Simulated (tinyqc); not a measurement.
Inside a calculation. Method: harmonic frequencies on the RHF/sto-3g surface (energies and gradients from PySCF), for HF, spin multiplicity 1. Computed by tinyqc, a small Python program that keeps every step (integrals from PySCF). Settings: charge = 0, multiplicity = 1, basis = sto-3g, delta = 0.01. Command: `OMP_NUM_THREADS=1 python tinyqc.py 23701 23702 out.jsonl` (the two numbers bound the seeds that draw the settings). One thread of a shared host (Intel(R) Xeon(R) Processor @ 2.60GHz), about 0.9 s of CPU time with the checks.

## One row of the Hessian: 1Fz

optimised positions (bohr), order 1F, 2H:
```
[[0.000000, 0.000000, 0.026966],
 [0.000000, 0.000000, 1.832524]]
```

gradient at +delta (hartree/bohr), order 1F, 2H:
```
[[0.00000000, 0.00000000, 0.00736969],
 [0.00000000, 0.00000000, -0.00736969]]
```

gradient at -delta (hartree/bohr), order 1F, 2H:
```
[[0.00000000, 0.00000000, -0.00713808],
 [0.00000000, 0.00000000, 0.00713808]]
```

Displace 1Fz by +/-0.01 bohr; H(k, :) = (g(+) - g(-)) / (2 delta).

row of the Hessian (hartree/bohr^2): [0.00000000, 0.00000000, 0.72538844, 0.00000000, 0.00000000, -0.72538844]

## Hessian by finite differences

All rows are made in the same way, and the matrix is symmetrised.

Hessian (symmetrised) (hartree/bohr^2), order 1Fx, 1Fy, 1Fz, 2Hx, 2Hy, 2Hz:
```
[[0.00000928, 0.00000000, 0.00000000, -0.00000928, 0.00000000, 0.00000000],
 [0.00000000, 0.00000928, 0.00000000, 0.00000000, -0.00000928, 0.00000000],
 [0.00000000, 0.00000000, 0.72538844, 0.00000000, 0.00000000, -0.72538844],
 [-0.00000928, 0.00000000, 0.00000000, 0.00000928, 0.00000000, 0.00000000],
 [0.00000000, -0.00000928, 0.00000000, 0.00000000, 0.00000928, 0.00000000],
 [0.00000000, 0.00000000, -0.72538844, 0.00000000, 0.00000000, 0.72538844]]
```

## Normal modes

masses (u): [18.998403, 1.007825]

Diagonalise H_ij / sqrt(m_i m_j); the 5 smallest eigenvalues belong to translations and rotations; wavenumber = sqrt(eigenvalue / 1822.888) x 219474.63; each mode has its largest component positive (the first on a tie); zero-point energy = sum of wavenumbers / 2, with 349.755 1/cm per kcal/mol.

eigenvalues of the mass-weighted Hessian (hartree/(bohr^2 u)): [0.000000, 0.000000, 0.000000, 0.000010, 0.000010, 0.757938]

harmonic wavenumbers of the vibrations (1/cm): [4475.3]

mass-weighted modes, order 1Fx, 1Fy, 1Fz, 2Hx, 2Hy, 2Hz:
```
[[0.000000],
 [0.000000],
 [-0.224445],
 [0.000000],
 [0.000000],
 [0.974487]]
```

zero-point energy = 6.397747 kcal/mol
